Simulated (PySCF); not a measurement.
# Sulfur: a sound run and one with changed settings

Sound run: S [Ne] 3s2 3p4, S⁺ [Ne] 3s2 3p3. Calculation: PySCF 2.14, in cc-pV(T+d)Z (5s4p3d1f, 39 functions); no relativity, point nucleus. The sound run starts from symmetry-adapted Hartree-Fock orbitals and uses a fine grid where one is needed.

A second run was set up differently.

```
species  method  sound run (hartree)  changed run (hartree)  converged
      S     UHF           -397.50938             -397.50938        yes
      S    MN15           -397.99840             -398.07263        yes
      S     PBE           -397.94411             -397.94095        yes
     S⁺     UHF           -397.17001             -397.17001        yes
     S⁺    MN15           -397.61768             -397.68955        yes
     S⁺     PBE           -397.56125             -397.55820        yes
```

Ionisation energy of S:

```tsv
method	sound run (eV)	changed run (eV)
UHF	9.235	9.235
MN15	10.360	10.424
PBE	10.418	10.415
```

(1) What was changed?
A. a valence shell is frozen
B. basis contracted for another Hamiltonian
C. radial grid too coarse
D. minimal basis

## Answers

(1) C. It used radial step 0.5 in ln r (0.13 in the sound run). A coarse radial grid mis-integrates the density and the exchange-correlation energy, with errors of either sign; Hartree-Fock needs no grid.
